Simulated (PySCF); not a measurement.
Gas-phase reaction: 3 H₂BNH₂ + 2 C₃H₃ (propargyl) → 3 HBNH + 2 C₃H₆ (cyclic)

Method: PySCF energies plus ideal-gas RRHO corrections (1 bar). † marks an energy on the PBE0/def2-TZVP geometry and frequencies. MP2 and CCSD(T) freeze the core. Open shells (unrestricted): C₃H₃ (propargyl) (multiplicity 2); the rest are closed-shell singlets. H₂BNH₂, HBNH: computed as isolated molecules; such fragments, hydroxides, amides, oligomers or adducts are transient or little studied in the gas. MP2 isn't extrapolated to the basis-set limit. CCSD(T) isn't extrapolated to the basis-set limit. Warning, large T1 diagnostic: C₃H₃ (propargyl) (CCSD(T)/def2-SVP†). Warning, spin contamination: C₃H₃ (propargyl) (CCSD(T)/def2-SVP†, MP2/def2-TZVPP†).

PBE/def2-TZVP† gives ΔH°(298 K) = -183 kJ.

What do M06-2X/def2-TZVP†, MP2/def2-TZVPP†, CCSD(T)/def2-SVP† give?

M06-2X/def2-TZVP†: -215 kJ; MP2/def2-TZVPP†: -302 kJ; CCSD(T)/def2-SVP†: -225 kJ. For scale, ΔH°(298 K) is -183 kJ at this level, -204 kJ at ωB97M-V/def2-TZVP†, and runs from -396 to -13 kJ over the 20 levels computed.
